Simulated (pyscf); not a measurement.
Structures and frequencies: ωB97X-D3(BJ)/def2-SVP in PySCF.

Question: PBE/def2-TZVP puts the barrier of O=CrH(=O)–OH + silanol (HO–SiH₃) → O=Cr(=O)(OH)–OH + silane (SiH₄) (four-centre exchange; singlet surface; Cr–H, O–Si broken, Cr–O, H–Si formed) at 85.6 kJ/mol and the reaction energy at -5.9 kJ/mol, from the separated reactants. What do B3LYP-D3(BJ)/def2-TZVP, M06-2X/def2-TZVP, ωB97M-D3(BJ)/def2-TZVP give on the same structures?

Answer: B3LYP-D3(BJ): ΔE‡ = 109.4 kJ/mol, ΔE = +14.6 kJ/mol; M06-2X: ΔE‡ = 138.9 kJ/mol, ΔE = +43.9 kJ/mol; ωB97M-D3(BJ): ΔE‡ = 130.2 kJ/mol, ΔE = +35.2 kJ/mol. PBE's barrier lies under all of them, by 23.8 to 53.2 kJ/mol. Its reaction energy lies under all of them, by 20.5 to 49.8 kJ/mol. Much of the shift in the barrier follows the reaction energy. This is the saddle that the search found; another between the same sides may lie lower.
